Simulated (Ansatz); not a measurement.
The first iterations of a band of H₄Si (5 atoms, charge 0, multiplicity 1).

All numbers below come from RKS CAM-B3LYP/def2-SVP (Ansatz).

```yaml
movable_images: 7
climbing_image: yes
spring: 5.0 eV/Å²
optimiser: quadratic models (default)
start_path: through a guess of the saddle point
force_threshold: 0.05 eV/Å
iteration_limit: 60
end_points: relaxed
```

Initial state:

```xyz
5
Properties=species:S:1:pos:R:3
Si 0.241 0.000 0.171
H 0.241 0.000 1.658
H 1.644 0.000 -0.325
H -0.460 1.214 -0.325
H -0.460 -1.214 -0.325
```

Final state:

```xyz
5
Properties=species:S:1:pos:R:3
Si 0.218 0.000 -0.716
H 0.729 0.000 1.082
H 1.405 0.000 0.617
H -0.573 1.120 -0.065
H -0.573 -1.120 -0.065
```

| iteration | highest image above the first end (eV) | largest band force component (eV/Å) |
| --- | --- | --- |
| 1 | 3.640 | 3.691 |
| 2 | 2.937 | 2.742 |

**Question.** Does the band converge within its limit, and where does its top end?

**Answer.** The run converged. It ended after 8 iterations with the highest image 2.636 eV above the first end. A vibrational analysis at the climbing image gives one clearly imaginary mode, 1169i cm⁻¹: a first-order saddle point.

Time of the run: 31 s on 1 thread of Intel(R) Xeon(R) Platinum 8488C (Sapphire Rapids), on a shared host, peak memory 0.1 GiB.
